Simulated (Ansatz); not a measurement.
## Multireference treatment of C₃H₅P, triplet

Program: Ansatz, Gaussian basis, development build. Basis cc-pVTZ on C/H, cc-pV(T+d)Z on P, nonrelativistic, 8 orbitals frozen in the corrections. State-specific CASSCF; RHF is the lowest restricted (open-shell) Hartree–Fock solution met. Solutions may break the symmetry of the shape. Lower solutions, or ones in other orbitals, may exist.

Geometry:

```
atom   x (Å)    y (Å)    z (Å)
   C  0.0000  -2.2294  -0.7645
   C  0.0000  -0.8835  -0.7610
   C  0.0000  -0.0901   0.4517
   P  0.0000   1.6016   0.4301
   H  0.0000  -2.7974   0.1619
   H  0.0000  -2.7965  -1.6893
   H  0.0000  -0.3467  -1.7097
   H  0.0000  -0.6462   1.3895
   H  0.0000   1.7810   1.8387
```

(1) What do CASSCF and its corrections give against RHF in CAS(4,4), and what are the occupations?

(2) Roughly how much CPU time does a whole run from the default start take (median of such runs, summed over threads; nearly all runs on one pinned thread of a shared server, mostly Xeon at 2.3 to 2.6 GHz, by a development driver)?

## Answers

(1) CASSCF -1.036 eV, SC-NEVPT2 -16.808 eV; occupations 1.90, 1.03, 0.97, 0.10.

(2) CAS(4,4): about 3.9 min. Other jobs ran beside these, and the count of passes differs.
